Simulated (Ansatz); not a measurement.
# NHCl (quartet): the correlation ladder at distance Cl1–H2 along a hydrogen transfer = 1.324 Å, 6-31G

Aim: climb from Hartree-Fock through coupled cluster and multireference methods for NHCl (quartet) at one geometry and basis, and see what each rung misses.

Method: 6-31G, core rule «outside noble gas», up to 6 orbitals frozen; program: Ansatz 0.2.0, Gaussian basis.

Plan: UHF; CCSD(T) on ROHF; CCSD(T) on UHF; BCCD(T) on ROHF; CISD; CCSDT(Q) on ROHF; CCSDT(Q) on UHF; CCSDTQ on ROHF; CCSDTQ on UHF; CASSCF and MRCISD+Q, 5 electrons in 5 orbitals; CASSCF and NEVPT2, 5 electrons in 5 orbitals; CASSCF and MRCISD+Q, 13 electrons in 9 orbitals; CASSCF and NEVPT4(SD), 13 electrons in 9 orbitals; CASSCF and NEVPT2, 13 electrons in 9 orbitals; Full CI.

### Step 1. The system

The geometry derives from fragments relaxed apart (PBE0/def2-TZVP) and kept rigid, so it is no stationary point. A hydrogen atom is moved between rigid fragments.

3 atoms, charge 0, spin multiplicity 4.

Atoms are counted from 1 here; the program's logs count them from 0.

Bond lengths: Cl1–H2 1.324 Å, H2–N3 1.310 Å. Angles: Cl1–H2–N3 180.0°.

### Step 2. UHF

in.yaml reads:

```yaml
crystal:
  periodic: [false, false, false]
  atoms:
    - {symbol: Cl, position_ang: [0.000000, 0.000000, -1.319333]}
    - {symbol: H, position_ang: [0.000000, 0.000000, 0.004667]}
    - {symbol: N, position_ang: [0.000000, 0.000000, 1.314667]}
basis:
  gaussian: {orbitals: 6-31G}
magnetization: {spin_polarized: true, initial_magnetization: 3}
hamiltonian: {xc: hf}
output: {orbitals: {seedname: orbitals}}
```

Command:

```console
$ ansatz run in.yaml --threads 1 --pin off --events-out ev --progress --plain --max-ram 3968MiB --backend cpu
```

After this run come: CCSD(T) on ROHF; CCSD(T) on UHF; BCCD(T) on ROHF; CISD; CCSDT(Q) on ROHF; CCSDT(Q) on UHF; CCSDTQ on ROHF; CCSDTQ on UHF; CASSCF and MRCISD+Q, 5 electrons in 5 orbitals; CASSCF and NEVPT2, 5 electrons in 5 orbitals; CASSCF and MRCISD+Q, 13 electrons in 9 orbitals; CASSCF and NEVPT4(SD), 13 electrons in 9 orbitals; CASSCF and NEVPT2, 13 electrons in 9 orbitals; Full CI.

**Question.** What will the summary of the whole plan be? Wanted: FCI below the RHF energy; RMP2 from FCI; UMP2 from FCI; RCCSD from FCI; RCCSD(T) from FCI; UCCSD(T) from FCI; RCCSDT(Q) from FCI; UCCSDT(Q) from FCI; NEVPT2 pair from FCI.

As calculated:

| quantity | value |
| --- | --- |
| FCI below the RHF energy | -2.9106 eV |
| RMP2 from FCI | +13.48 kcal/mol |
| UMP2 from FCI | +12.36 kcal/mol |
| RCCSD from FCI | +1.06 kcal/mol |
| RCCSD(T) from FCI | +0.23 kcal/mol |
| UCCSD(T) from FCI | +0.19 kcal/mol |
| RCCSDT(Q) from FCI | 0.00 kcal/mol |
| UCCSDT(Q) from FCI | -0.05 kcal/mol |
| NEVPT2 pair from FCI | +11.36 kcal/mol |
| MRCISD+Q pair from FCI | +0.83 kcal/mol |
| NEVPT2 valence from FCI | +13.27 kcal/mol |
| levels within 1 kcal/mol (43 meV) | UCCSD, RCCSD(T), UCCSD(T), BCCD(T), RCCSDT, UCCSDT, RCCSDT(Q), UCCSDT(Q), RCCSDTQ, UCCSDTQ, MRCISD+Q pair, MRCISD+Q valence |
| T1 diagnostic | 0.025 |
| effectively unpaired electrons | 3.01 |

What this shows: RCCSD(T) misses by +0.23 kcal/mol, 0.3 % of the correlation energy. One determinant dominates. Of the multireference levels listed MRCISD+Q valence comes nearest in total energy (+0.68 kcal/mol), which doesn't show that its space is the better one. These misses are within one basis, not against nature; the frozen cores of restricted and unrestricted runs differ, which can shift their rows.
